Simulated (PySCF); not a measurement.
These 2 structures share the formula C4H10S. Theory: PBE0-D3(BJ)/def2-SVP geometry optimisation, gas phase (PySCF 2.14.0). Energies are electronic, without zero-point or thermal terms, for one conformer each. No frequencies were run at this level. Point groups hold within 0.08 Å.

Question: Order them by energy at this level, lowest first, and give relative energies in kJ/mol.
A. `CC(C)(C)S`
B. `[CH3:1][CH2:2][S:3][CH2:4][CH3:5]` with C1–C2–S3–C4 65°, C2–S3–C4–C5 65°

Answer: A (0.0), B (20.1).

As drawn, the lower has an S–H bond, which the higher lacks.

```
   SMILES      E (Eh)  E rel (kJ/mol)  dipole (D)  point group     A, B, C (MHz)
CC(C)(C)S  -556.08142             0.0        1.61           Cs  4490, 3001, 2976
    CCSCC  -556.07376            20.1        1.63           C2  5360, 2629, 2140
```

Question: How do the relative energies change in single points at PBE0/pcSseg-1 (no added dispersion term) on the same geometries?

Answer: 
```csv
SMILES,PBE0-D3(BJ)/def2-SVP (kJ/mol),PBE0/pcSseg-1 (kJ/mol),shift
CC(C)(C)S,0.0,0.0,0.0
CCSCC,20.1,17.0,-3.1
```

Each column counts from its own lowest isomer. The order is unchanged; the largest shift is 3.1 kJ/mol.

Question: As an exercise, what shares would exp(−E/RT) give at 500 K from these electronic energies alone (no entropy, no degeneracies)?

Answer: RT = 4.157 kJ/mol: CC(C)(C)S 99.2 %, CCSCC 0.8 %.
